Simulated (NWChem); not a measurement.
Species: hydrogen isocyanide (CHN); SMILES [NH+]#[C-]

Results from NWChem. All runs use the structure optimised with PBE-D3(BJ)/def2-SVP. Level: M06-2X/def2-SVP with SMD (1 M gas to 1 M solution), gas-phase geometry.

Problem. What does the run give for solvent acetone? Quantities: solvation free energy (kcal/mol); cavity-dispersion-structure term (kcal/mol); dipole in solution (D).

Solution. solvation free energy (kcal/mol): -4.1
cavity-dispersion-structure term (kcal/mol): 2.7
dipole in solution (D): 3.85
